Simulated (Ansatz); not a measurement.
A nudged elastic band was laid between two geometries of C2H5FN2O (11 atoms, charge 0, multiplicity 1).

Level of theory: RKS B3LYP/STO-3G in Ansatz 0.2.0.

```
movable images  : 7
climbing image  : yes
spring          : 5.0 eV/Å²
optimiser       : quadratic models (default)
start path      : IDPP
force threshold : 0.05 eV/Å
iteration limit : 57
end points      : relaxed
```

Image 0:

```xyz
11
Properties=species:S:1:pos:R:3
C 0.062 -1.850 -0.542
N -0.656 -0.896 -0.001
C 0.043 0.503 -0.135
N -0.011 1.247 1.199
O -0.741 1.227 -1.119
F 1.385 0.402 -0.526
H -0.320 -2.885 -0.508
H 1.043 -1.687 -1.031
H -0.879 0.859 1.671
H 0.780 0.836 1.778
H -0.641 2.187 -0.766
```

Image 8:

```xyz
11
Properties=species:S:1:pos:R:3
C 0.059 -1.850 -0.545
N -0.652 -0.899 0.008
C 0.046 0.502 -0.132
N -0.008 1.251 1.198
O -0.739 1.223 -1.117
F 1.388 0.398 -0.525
H 1.036 -1.686 -1.045
H -0.322 -2.886 -0.511
H -0.876 0.866 1.672
H 0.783 0.844 1.779
H -0.649 2.182 -0.760
```

Which bonds break or form, and what moves?

No bond is made or broken. The dihedral H8–C1–N2–C3 changes from 0 to 180° by way of a nearly straight angle C1–N2–C3 (up to 178°), not by a turn about the bond. The two ends are copies of one structure, up to a mirror image or an exchange of like atoms.

Give the energies along the band, and the barrier.

It converged. The highest image is number 3 of 0 to 8, 1.54 eV above the ends, which have the same energy within 2 meV. Beside the main top the profile has a ripple of under 15 meV (maxima at images 3, 6), which may be a very shallow well or noise. Neighbouring images differ by up to 1.2 eV, so the band resolves the path poorly. A vibrational analysis at the climbing image gives 2 clearly imaginary modes (432i, 145i cm⁻¹): a point of higher order, so a lower path passes nearby. Limits of this set-up: minimal basis.

```json
{"image": "0", "path coordinate (Å)": "0.00", "energy (eV)": "0.00", "angle C1–N2–C3 (°)": "112"}
{"image": "1", "path coordinate (Å)": "1.32", "energy (eV)": "0.10", "angle C1–N2–C3 (°)": "112"}
{"image": "2", "path coordinate (Å)": "2.63", "energy (eV)": "0.30", "angle C1–N2–C3 (°)": "120"}
{"image": "3", "path coordinate (Å)": "3.95", "energy (eV)": "1.54", "angle C1–N2–C3 (°)": "178"}
{"image": "4", "path coordinate (Å)": "4.94", "energy (eV)": "0.47", "angle C1–N2–C3 (°)": "130"}
{"image": "5", "path coordinate (Å)": "5.94", "energy (eV)": "0.03", "angle C1–N2–C3 (°)": "113"}
{"image": "6", "path coordinate (Å)": "6.94", "energy (eV)": "0.05", "angle C1–N2–C3 (°)": "112"}
{"image": "7", "path coordinate (Å)": "7.93", "energy (eV)": "0.03", "angle C1–N2–C3 (°)": "111"}
{"image": "8", "path coordinate (Å)": "8.93", "energy (eV)": "0.00", "angle C1–N2–C3 (°)": "112"}
```

What is the geometry of the highest image?


```xyz
11
Properties=species:S:1:pos:R:3
C 0.185 -2.031 -0.335
N 0.125 -0.770 -0.353
C 0.073 0.675 -0.325
N 0.071 1.306 1.092
O -1.148 1.127 -0.992
F 1.223 1.145 -0.987
H -0.424 -2.687 -1.009
H 0.858 -2.609 0.354
H -0.642 0.729 1.630
H 0.991 0.995 1.525
H -1.247 2.064 -0.580
```

The band took 21 iterations and about 8 core-minutes.

Run time: 8.4 min on 1 thread of AMD EPYC 7R43 64-Core Processor (Zen 3), with other jobs on the host, peak memory 0.12 GiB.
